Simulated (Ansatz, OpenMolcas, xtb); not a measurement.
CH3BCl (SMILES C[B]Cl): the electronic atomisation energy, rung by rung

CH3BCl has 6 atoms, charge 0, and is taken as a doublet. As SMILES, `C[B]Cl`. The shape is that of a PBE0-D4/def2-TZVP optimisation.

Each level gives the electronic atomisation energy (eV). The values are calculated. Electronic energies at fixed atoms, without zero-point motion or spin-orbit coupling.

```
               level                   kind     program  value (eV)  CPU time (all runs)
            GFN2-xTB         semi-empirical         xtb       26.62            under 2 s
     UHF/aug-cc-pVDZ           Hartree–Fock      Ansatz       16.56                9.4 s
    UPBE/aug-cc-pVDZ                    GGA  OpenMolcas       21.84                 41 s
   UTPSS/aug-cc-pVDZ               meta-GGA  OpenMolcas       21.51                 52 s
  UB3LYP/aug-cc-pVDZ          global hybrid      Ansatz       21.20                 25 s
   UPBE0/aug-cc-pVDZ          global hybrid  OpenMolcas       21.61                 43 s
 UB2PLYP/aug-cc-pVDZ          double hybrid      Ansatz       20.96                 29 s
RPA@PBE0/aug-cc-pVDZ                    RPA      Ansatz       19.47                 33 s
    UMP2/aug-cc-pVDZ    perturbation theory      Ansatz       20.57                9.8 s
   UCCSD/aug-cc-pVDZ  coupled cluster or CI      Ansatz       19.86                 71 s
```

The values span 16.56 to 26.62 eV. The xTB rows lack spin polarisation, so open shells miss the exchange term that lowers them. CPU times are rough (shared hosts, several kinds of processor): they show what a rung costs within a factor of a few.
